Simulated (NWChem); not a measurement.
Program: NWChem. System: FLi, charge 0, spin multiplicity 1, at a geometry optimised with B3LYP/def2-SVP. The structure started from a generated list of species. Level: constrained PBE0/def2-SVP.

The NWChem input:

```
start mol
memory heap 200 mb stack 900 mb global 1100 mb
geometry units angstroms nocenter noautoz noautosym
  Li     0.000000     0.000000    -1.146724
  F      0.000000     0.000000     0.382241
end
basis spherical
  * library def2-svp
end
dft
  xc pbe0
  semidirect memsize 60000000 filesize 0
  iterations 100
  convergence nolevelshifting
  cdft 2 2 charge -0.6 pop becke
end
task dft energy
```

Part of the output:

```
             Northwest Computational Chemistry Package (NWChem) 7.3.0
             --------------------------------------------------------

                                NWChem Input Module
                                -------------------

 Scaling coordinates for geometry "geometry" by  1.889725989
 (inverse scale =  0.529177249)

                             Geometry "geometry" -> ""
                             -------------------------

 Output coordinates in angstroms (scale by  1.889725989 to convert to a.u.)

  No.       Tag          Charge          X              Y              Z
 ---- ---------------- ---------- -------------- -------------- --------------
    1 Li                   3.0000     0.00000000     0.00000000    -1.14672400
    2 F                    9.0000     0.00000000     0.00000000     0.38224100

 Effective nuclear repulsion energy (a.u.)       9.3447434853

            Nuclear Dipole moment (a.u.)
            ----------------------------
        X                 Y               Z
 ---------------- ---------------- ----------------
     0.0000000000     0.0000000000    -0.0000056692


 Summary of "ao basis" -> "" (spherical)
 ------------------------------------------------------------------------------
       Tag                 Description            Shells   Functions and Types
 ---------------- ------------------------------  ------  ---------------------
 *                          def2-svp                  on all atoms

                                 NWChem DFT Module
                                 -----------------

 Summary of "ao basis" -> "ao basis" (spherical)
 ------------------------------------------------------------------------------
       Tag                 Description            Shells   Functions and Types
 ---------------- ------------------------------  ------  ---------------------
 Li                         def2-svp                 5        9   3s2p
 F                          def2-svp                 6       14   3s2p1d

 Summary of "ao basis" -> "ao basis" (spherical)
 ------------------------------------------------------------------------------
[...]
     8     -0.082635  1 Li py                 7      0.058606  1 Li px
     5     -0.028654  1 Li py

 Vector    7  Occ=0.000000D+00  E=-6.359153D-02
              MO Center=  1.9D-08, -2.5D-08, -1.4D+00, r^2= 9.9D+00
   Bfn.  Coefficient  Atom+Function         Bfn.  Coefficient  Atom+Function
  ----- ------------  ---------------      ----- ------------  ---------------
     3      0.989994  1 Li s                  1     -0.134553  1 Li s
    12     -0.110271  2 F  s                  9     -0.089628  1 Li pz
    11     -0.061293  2 F  s                  6     -0.059357  1 Li pz
    10     -0.028984  2 F  s                  2      0.027537  1 Li s

 Vector    8  Occ=0.000000D+00  E= 1.972853D-02
              MO Center=  1.9D-08, -2.6D-08, -1.4D+00, r^2= 1.0D+01
   Bfn.  Coefficient  Atom+Function         Bfn.  Coefficient  Atom+Function
  ----- ------------  ---------------      ----- ------------  ---------------
     2      1.622952  1 Li s                  3     -1.471732  1 Li s
     9     -0.547700  1 Li pz                 1     -0.217123  1 Li s
    12      0.100450  2 F  s                  6     -0.076121  1 Li pz
    18      0.049230  2 F  pz                15     -0.041786  2 F  pz

 Vector    9  Occ=0.000000D+00  E= 5.276796D-02
              MO Center= -7.9D-10, -5.4D-10, -1.2D+00, r^2= 4.0D+00
   Bfn.  Coefficient  Atom+Function         Bfn.  Coefficient  Atom+Function
  ----- ------------  ---------------      ----- ------------  ---------------
     7      0.785028  1 Li px                 8      0.562295  1 Li py
    16     -0.161510  2 F  px                13      0.147629  2 F  px
    17     -0.115685  2 F  py                14      0.105742  2 F  py
     4      0.077455  1 Li px                 5      0.055479  1 Li py

     ---------------------------------------------
      Total Density - Mulliken Population Analysis
     ---------------------------------------------

    Atom       Charge   Shell Charges
 -----------   ------   -------------------------------------------------------
    1 Li   3     2.27   1.99  0.04 -0.00  0.11  0.14
    2 F    9     9.73   1.99  1.09  0.88  3.36  2.41  0.00

     -------------------------------------------
      Total Density - Lowdin Population Analysis
     -------------------------------------------

    Atom       Charge   Shell Charges
 -----------   ------   -------------------------------------------------------
    1 Li   3     2.45   1.95  0.08  0.02  0.19  0.22
    2 F    9     9.55   1.98  1.01  0.84  3.28  2.44  0.00

 center of mass
 --------------
 x =   0.00000000 y =   0.00000000 z =  -0.05691088

 moments of inertia (a.u.)
 ------------------
          42.774560244777           0.000000000000           0.000000000000
           0.000000000000          42.774560244777           0.000000000000
           0.000000000000           0.000000000000           0.000000000000

     Multipole analysis of the density
     ---------------------------------

     L   x y z        total         alpha         beta         nuclear
     -   - - -        -----         -----         ----         -------
     0   0 0 0     -0.000000     -6.000000     -6.000000     12.000000

     1   1 0 0     -0.000000     -0.000000     -0.000000      0.000000
     1   0 1 0      0.000000      0.000000      0.000000      0.000000
     1   0 0 1     -2.424880     -1.212437     -1.212437     -0.000006

     2   2 0 0     -5.027724     -2.513862     -2.513862      0.000000
     2   1 1 0     -0.000000     -0.000000     -0.000000      0.000000
     2   1 0 1      0.000000      0.000000      0.000000      0.000000
     2   0 2 0     -5.027724     -2.513862     -2.513862      0.000000
     2   0 1 1     -0.000000     -0.000000     -0.000000      0.000000
     2   0 0 2     -0.840780     -9.812113     -9.812113     18.783446

 Task  times  cpu:        0.3s     wall:        0.3s

 Total times  cpu:        0.4s     wall:        0.4s
```
